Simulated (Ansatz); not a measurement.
Born–Oppenheimer molecular dynamics of H5Si (6 atoms, charge 0, multiplicity 2). It starts at the highest image of a converged band, a first-order saddle point between two minima.

All numbers below come from UKS PBE0-D4/def2-SVP in Ansatz.

```
ensemble                      : NVE (velocity Verlet)
time step                     : 0.5 fs
steps asked                   : 200
starting velocities drawn for : 100 K
seed                          : 5190
```

First frame:

```xyz
6
Properties=species:S:1:pos:R:3
Si 0.001 0.000 -0.012
H 0.003 0.000 1.542
H 1.412 0.000 -0.499
H -0.706 1.223 -0.495
H -0.706 -1.223 -0.495
H -0.004 0.000 2.879
```

**Question.** How far do the bonds stretch over the last three quarters of this one trajectory? (Pairs bonded in most of those frames.)

**Answer.** 
```json
{"bond": "Si1–H2", "mean (Å)": "1.494", "spread (Å)": "0.020", "shortest": "1.46", "longest": "1.53"}
{"bond": "Si1–H3", "mean (Å)": "1.493", "spread (Å)": "0.018", "shortest": "1.47", "longest": "1.52"}
{"bond": "Si1–H4", "mean (Å)": "1.493", "spread (Å)": "0.012", "shortest": "1.48", "longest": "1.51"}
{"bond": "Si1–H5", "mean (Å)": "1.494", "spread (Å)": "0.015", "shortest": "1.47", "longest": "1.51"}
```

Mean temperature of the second half: 213 K. The conserved energy stayed within 0.031 meV per atom of its start (net change 0.022 meV per atom), so the integration is sound. The kinetic energy rose, since the run started high on the potential surface and went downhill. It ends in pieces (H + H4Si), so much of that is their flight and rotation, not heat. A run of 0.1 ps of so small a system gives no equilibrium averages.

The run took 3.4 min on 1 thread of AMD EPYC 7R13 Processor (Zen 3), on a shared host, peak memory 0.11 GiB.
